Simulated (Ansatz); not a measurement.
Born–Oppenheimer molecular dynamics of CH4N (6 atoms, charge 0, multiplicity 2). It goes on from the last frame of an earlier run, with new velocities.

All numbers below come from UKS PBE0-D4/6-31G* (Ansatz).

| Quantity | Value |
| --- | --- |
| ensemble | NVT, Langevin thermostat |
| time step | 0.25 fs |
| steps asked | 266 |
| set temperature | 3000 K |
| friction | 0.005 /fs |
| seed | 905541 |

First frame:

```xyz
6
Properties=species:S:1:pos:R:3
C -0.247 -0.544 0.423
N 0.189 0.357 0.050
H -1.728 -1.810 0.047
H 1.649 -4.166 -3.769
H 0.714 1.168 -2.550
H -3.298 6.089 -1.315
```

Question: How far do the bonds stretch over the last three quarters of this one trajectory? (Pairs bonded in most of those frames.)

Answer: 
```
 bond  mean (Å)  spread (Å)  shortest  longest
C1–N2     1.213       0.101      1.03     1.40
```

Pairs bonded in part of these frames only: C1–H3 44 %.

Mean temperature of the second half: 5317 K. The mean temperature of the second half is 77 % above the set value. The start is strongly strained: it lies 0.8 eV per atom above the lowest frames. A run of 0.067 ps of so small a system gives no equilibrium averages.

Run time: 6.4 min on 1 thread of Arm Neoverse V2 (shared host), peak memory 0.096 GiB.
